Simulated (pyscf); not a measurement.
Structures and frequencies: ωB97X-D3(BJ)/def2-SVP in PySCF.

Q: PBE/def2-TZVP puts the barrier of HO–SiH₂–OH + NH [triplet] -> HO–SiH•–OH + amino radical (NH₂•) (hydrogen abstraction; triplet surface; H–Si broken, H–N formed) at 5.9 kJ/mol and the reaction energy at -27.0 kJ/mol, from the separated reactants. What do B3LYP-D3(BJ)/def2-TZVP, M06-2X/def2-TZVP, ωB97M-D3(BJ)/def2-TZVP give on the same structures?

A: B3LYP-D3(BJ): ΔE‡ = 33.5 kJ/mol, ΔE = -4.5 kJ/mol; M06-2X: ΔE‡ = 49.9 kJ/mol, ΔE = +3.3 kJ/mol; ωB97M-D3(BJ): ΔE‡ = 53.7 kJ/mol, ΔE = +10.4 kJ/mol. PBE's barrier lies under all of them, by 27.6 to 47.7 kJ/mol. Its reaction energy lies under all of them, by 22.5 to 37.4 kJ/mol. Much of the shift in the barrier follows the reaction energy. HO–SiH•–OH + NH₂• also meet on a surface of lower spin, which isn't treated here. This is the saddle that the search found; another between the same sides may lie lower. The angle at the transferred H is 159°.
